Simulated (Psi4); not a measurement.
This Psi4 input (wB97X-V/def2-QZVPPD) gives -399.35538 Eh with 145 basis functions.

```
memory 8100 MB

molecule {
0 1
S     0.00184013    0.00030176    0.10309296
H    -0.00752722    0.96781232   -0.82771199
H    -0.02191490   -0.97264043   -0.82177540
}

set {
  basis def2-qzvppd
  scf_type df
}

energy('wb97x-v')
print_variables()
```

Change:
```diff
- basis def2-qzvppd
+ basis def2-qzvpp
```

Problem. What does the run give now?

Solution. -399.35521 Eh (wB97X-V/def2-QZVPP, 130 functions), a change of +0.17 mEh.
